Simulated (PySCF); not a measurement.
A GIAO shielding run with PySCF 2.14.0 with density-fitted response routines (density fitting, non-relativistic, gas phase) on SMILES O=BCl, BClO:

```
$ OMP_NUM_THREADS=1 python probes_run.py task.json out

{"job": {"kind": "nmr", "xc": "PBE0", "basis": "pcSseg-2"}, "charge": 0, "multiplicity": 1}
O     -1.271118     0.214205    -0.143599
B     -0.084603     0.012118    -0.152877
Cl     1.571526    -0.272361    -0.165554
```

Hardware: 1 thread of an Arm Neoverse V1, shared host. The job also computes population analyses, field gradients.

Problem. How large is the calculation?

Solution. 30 electrons, 115 basis functions and 360 auxiliary functions.

Problem. How long does it take, and how much memory does it need?

Solution. 4.1 s of wall time, with 13 SCF cycles and 4 response iterations; peak memory 0.48 GiB. Times on a shared host scatter by some tens of per cent.

Problem. And these other runs on the same molecule and hardware: GIAO shielding at B97-2/pcSseg-2; GIAO shielding at KT3/pcSseg-2; GIAO shielding at wB97X-D/pcSseg-2?

Solution. B97-2/pcSseg-2: 115 functions, 2.7 s; KT3/pcSseg-2: 115 functions, 4.1 s; wB97X-D/pcSseg-2: 115 functions, 3.6 s.
